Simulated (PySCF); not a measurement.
# Worked example: Al–CH2, doublet against Al–CH$_{2}$, quartet

Geometry (PBE0/def2-TZVP stationary point of a quartet), kept for both states (Al–CH2, quartet: A2; Al–CH2, doublet: B1):

| atom | x (Å) | y (Å) | z (Å) |
| --- | --- | --- | --- |
| Al | 0.0000 | 0.0000 | 0.6950 |
| C | 0.0000 | 0.0000 | -1.2528 |
| H | 0.0000 | 0.9163 | -1.8387 |
| H | 0.0000 | -0.9163 | -1.8387 |

Basis cc-pVDZ; PySCF 2.14.0. Correlated methods freeze the noble-gas cores. Prefix R: restricted or restricted open-shell reference; prefix U: unrestricted.

Full CI isn't at hand for all of this; RCCSDT serves as the reference. It lacks quadruple excitations, which often exceed the step from CCSD(T) to CCSDT. The frozen core follows each run's orbitals, which can shift R against U totals by a few meV.

```json
{"level": "UMP2", "E(Al–CH2, quartet) (hartree)": "-280.977351", "E(Al–CH2, doublet) (hartree)": "-281.042655"}
{"level": "UCCSD(T)", "E(Al–CH2, quartet) (hartree)": "-281.008223", "E(Al–CH2, doublet) (hartree)": "-281.080803"}
{"level": "PBE", "E(Al–CH2, quartet) (hartree)": "-281.374404", "E(Al–CH2, doublet) (hartree)": "-281.442910"}
{"level": "B3LYP", "E(Al–CH2, quartet) (hartree)": "-281.588152", "E(Al–CH2, doublet) (hartree)": "-281.664405"}
{"level": "RCCSDT", "E(Al–CH2, quartet) (hartree)": "-281.009088", "E(Al–CH2, doublet) (hartree)": "-281.081629"}
```

Give the vertical gap, Al–CH2 doublet less Al–CH2 quartet, at each level in eV (1 hartree = 27.2114 eV), and each error against RCCSDT.

RCCSDT: (-281.081629 − (-281.009088)) × 27.2114 = -1.974 eV (the reference)
B3LYP: (-281.664405 − (-281.588152)) × 27.2114 = -2.075 eV, error -0.101 eV
PBE: (-281.442910 − (-281.374404)) × 27.2114 = -1.864 eV, error 0.110 eV
UCCSD(T): (-281.080803 − (-281.008223)) × 27.2114 = -1.975 eV, error -0.001 eV
UMP2: (-281.042655 − (-280.977351)) × 27.2114 = -1.777 eV, error 0.197 eV

Total energies of functionals can't be set beside those of wave-function methods, since they hold the core's correlation and their own absolute errors; only the differences compare.

In so small a basis the reference is far from its limit while semilocal and hybrid functionals are nearer theirs, so the functionals' errors here hold much of the reference's basis and frozen-core error, which can add to them or hide them.

Each level lands on the state that its own search finds. T1 diagnostics of restricted CCSD: 0.025 and 0.016.
